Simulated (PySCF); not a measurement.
**Telling isomers of C$_{6}$H$_{5}$F apart by NMR**

Theoretical values (PySCF 2.14): spin–spin couplings from B3LYP/pcJ-1 (spin–dipole term left out of most H,H and C,H couplings), structure optimised with GFN2-xTB, shieldings: GIAO PBE0/pcSseg-1. No solvent, single conformer, non-relativistic Hamiltonian, one averaged value for each set of equivalent atoms.

δ = σ(ref) − σ, references computed at the same level: $^{1}$H and $^{13}$C vs TMS. Multiplet labels drop J under 1 Hz and among equivalent protons, and merge close values. Unscaled 3J(H,H) run several per cent high. One-bond C–F couplings are unscaled and too large by tens of Hz. Shifts are as computed. Against solution values, carbons near 30 ppm lie about +3 ppm off and those near 130 ppm about +5 ppm. Of 1309 compounds with measured shifts, 239 miss one by over three times the rms of a fit or turn the order of signals round; such compounds aren't used in these exercises.

(1) Tabulate the signals of `C#CC(=C)C(=C)F`, `Fc1ccccc1`, `C#C[C@@H](F)C#CC`, `C#CCC#CCF` and their relative energies.

(2) What is the quickest way to tell C#CC(=C)C(=C)F from Fc1ccccc1?

(3) What is the quickest way to tell C#CC(=C)C(=C)F from C#CCC#CCF?

(4) What is the quickest way to tell C#CC(=C)C(=C)F from C#C[C@@H](F)C#CC?

Results:

(1) 
| SMILES | carbon types | δC | δH | E rel. (kcal/mol) |
| --- | --- | --- | --- | --- |
| C#CC(=C)C(=C)F | 3×C 1×CH 2×CH2 | 172.4, 133.6, 129.1, 102.2, 89.5, 84.6 | 6.32 (dd, 1H), 6.15 (ddd, 1H), 5.49 (ddd, 1H), 5.25 (m, 1H), 2.70 (d, 1H) | 74.6 |
| Fc1ccccc1 | 1×C 5×CH | 173.1, 135.7, 128.9, 121.4 | 7.66 (ddd, 2H), 7.39 (t, 1H), 7.37 (dd, 2H) | 0.0 |
| C#C[C@@H](F)C#CC | 3×C 2×CH 1×CH3 | 94.0, 83.7, 83.3, 80.3, 73.1, 4.8 | 5.82 (d of quint, 1H), 2.17 (dd, 1H), 2.12 (dd, 3H) | 97.7 |
| C#CCC#CCF | 3×C 1×CH 2×CH2 | 92.9, 83.2, 82.4, 76.4, 73.8, 11.8 | 5.36 (ddd, 2H), 3.36 (m, 2H), 1.52 (t, 1H) | 98.8 |

Energies are electronic energies at PBE0/pcSseg-1 on these geometries, without zero-point or thermal terms, each for the one conformer computed, which needn't be the lowest.

(2) Count the carbon signals: 6 against 4. The first has a terminal =CH2 carbon at 133.6 ppm, the second an aromatic CH at 135.7 ppm. Their most deshielded carbons lie at 172.4 and 173.1 ppm. In the proton spectra the most deshielded non-exchanging signals are 6.32 (dd, J = 3.6, 1.1 Hz, 1H) and 7.66 (ddd, J = 9.5, 8.5, 5.1 Hz, 2H).

(3) Both give the same number of carbon signals, with the same numbers of each carbon type, so the positions decide. The first has a fully substituted alkene carbon (C) at 172.4 ppm, the second a propargylic sp3 CH2 at 11.8 ppm. Their most deshielded carbons lie at 172.4 and 92.9 ppm. In the proton spectra the most deshielded non-exchanging signals are 6.32 (dd, J = 3.6, 1.1 Hz, 1H) and 5.36 (ddd, J = 53.5, 3.1, 2.3 Hz, 2H).

(4) Both give the same number of carbon signals, but DEPT or the intensities differ. The first has a fully substituted alkene carbon (C) at 172.4 ppm, the second a propargylic methyl carbon (CH3) at 4.8 ppm. Their most deshielded carbons lie at 172.4 and 94.0 ppm. In the proton spectra the most deshielded non-exchanging signals are 6.32 (dd, J = 3.6, 1.1 Hz, 1H) and 5.82 (d of quint, J = 54.6, 3.1 Hz, 1H).
